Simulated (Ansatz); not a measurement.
Two isomers of C2H3FO2: A = `O=CC(O)F`, B = `FC1OCO1`.

Computed with Ansatz on PBE0-D4/def2-TZVP structures; ΔE is electronic, products minus reactants. CCSD(T)/CBS adds triple-zeta CCSD(T) − MP2 to the extrapolated MP2 energy (def2 sets, frozen cores). DFT in def2-TZVPP. Each species was taken in one conformer, which may not be the lowest.

A:

Z-matrix (Å, degrees):
```
C
C 1 1.527
F 1 1.392 2 104.0
O 1 1.350 2 111.6 3 -120.9
H 1 1.095 2 112.6 3 114.6
O 2 1.198 1 120.8 3 116.3
H 2 1.105 1 116.5 3 -60.8
H 4 0.970 1 107.5 2 19.4
```

B:

Z-matrix (Å, degrees):
```
C
O 1 1.392
C 1 1.936 2 47.2
F 1 1.350 2 112.2 3 -115.6
O 1 1.392 2 94.4 3 0.6
H 1 1.095 2 115.4 3 121.3
H 3 1.095 1 124.3 2 -90.4
H 3 1.094 1 123.8 2 89.6
```

Problem. Which isomer does CCSD(T)/CBS put lower? Give the gap. (An estimate is asked.)

Solution. Ansatz gave: A, by 15.1 kcal/mol.

Problem. Give E(B) − E(A) in kcal/mol with CCSD(T)/def2-SVP, PBE0-D4, CCSD/def2-TZVPP, B2PLYP, CCSD(T)/def2-TZVPP, r2SCAN-D4, MP2/def2-TZVPP. (An estimate is asked.)

Solution. The calculation gave: CCSD(T)/def2-SVP 15.5, PBE0-D4 12.2, CCSD/def2-TZVPP 13.9, B2PLYP 16.4, CCSD(T)/def2-TZVPP 14.4, r2SCAN-D4 14.3, MP2/def2-TZVPP 14.7. None reverses the order clearly.

Problem. Does the order hold for the free energy at 298.15 K (harmonic terms from PBE0-D4)? (Estimate.)

Solution. Ansatz gave: Yes: G(B) − G(A) = +17.0 kcal/mol, for one conformer each.

Largest T1 diagnostic: 0.014.

From PBE to PBE0 (25 % exact exchange), in def2-TZVPP and without D4, E(B) − E(A) moves by −2.4 kcal/mol. Leaving LDA and LC-ωPBE aside and taking each functional with its dispersion term where it has one, the values, not all of them listed here, spread over 7.6 kcal/mol, from PBE-QIDH to BLYP-D4. LDA lies −4.0 kcal/mol from PBE without D4.
